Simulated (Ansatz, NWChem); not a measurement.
## From Ansatz to NWChem

Ansatz 0.2.0 runs this on triplet BH:

input.yaml:
```yaml
crystal:
  periodic: [false, false, false]
  atoms:
    - {symbol: B, position_ang: [0.000000, 0.000000, 0.000000]}
    - {symbol: H, position_ang: [0.000000, 0.000000, 1.232400]}
basis:
  gaussian:
    orbitals: def2-TZVPPD.json
magnetization:
  spin_polarized: true
  initial_magnetization: 2
correlation:
  method: ccsd
  frozen_orbitals: {B: 1, H: 0}
accuracy: high
scf:
  omitted_lower_state_checks: [cluster_reference, increment]
```

```bash
$ ansatz run input.yaml --threads 1 --pin off --max-ram 3480MiB --events-out events.jsonl --progress --plain --runs-dir runs
```

(Basis files named in the input come from the Basis Set Exchange and aren't shown.)

The bond length is the one measured for the parent species.

It gives a total energy of -25.180765 Eh.

Task: Translate the job to NWChem 7.3.0 as an ASE script.

Result: For example:

run.py:
```python
from ase import Atoms
from ase.calculators.nwchem import NWChem

mol = Atoms(['B', 'H'], positions=[
    [0.000000, 0.000000, 0.000000],
    [0.000000, 0.000000, 1.232400],
])

calc = NWChem(
    label='mymol',
    theory='tce',
    memory='2200 mb',
    basis='def2-TZVPPD',
    basispar='spherical bse',
    scf={'nopen': '2', 'uhf': None, 'thresh': '1e-08', 'maxiter': '80'},
    tce={'scf': None, 'ccsd': None, 'freeze': 'core 1', 'maxiter': '60'},
    task='energy',
)
mol.calc = calc

print("Total energy (eV):", round(mol.get_potential_energy(), 6))
```

```bash
$ export ASE_NWCHEM_COMMAND="nwchem PREFIX.nwi > PREFIX.nwo"
$ python run.py
```

Its energy is -25.180765 Eh, 0.000 mEh from the first.
